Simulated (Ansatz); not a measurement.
For 2H-SiC, PBE-D3(BJ) in Ansatz (plane waves, PAW) gives:

| Property | Value |
|---|---|
| lattice parameter a | 3.070 Å |
| c axis length | 5.038 Å |

Q: What does Hartree–Fock (PAW; Ansatz, a quantum-chemistry and plane-wave program) give for the same quantities?

A: 
- lattice constant a: 3.083 Å (increases by 0.4 %)
- lattice parameter c: 5.056 Å (grows by 0.4 %)

For comparison: lattice constant a 3.076 Å (measured, room temperature, no zero-point or thermal correction; as tabulated in Paulus et al. (1997), arXiv:cond-mat/9701136); lattice parameter c 5.048 Å (measured, room temperature, not corrected to a static lattice; as tabulated in Paulus et al. (1997), arXiv:cond-mat/9701136).

Changes are worked out from the printed values.

Unless a cell is named, each level is at its own relaxed cell (PBE-D3(BJ) 10.28, Hartree–Fock 10.41 Å³/atom).

Ansatz's density-functional and Hartree–Fock values are scalar-relativistic unless marked +SOC, with PAW data made under PBE.
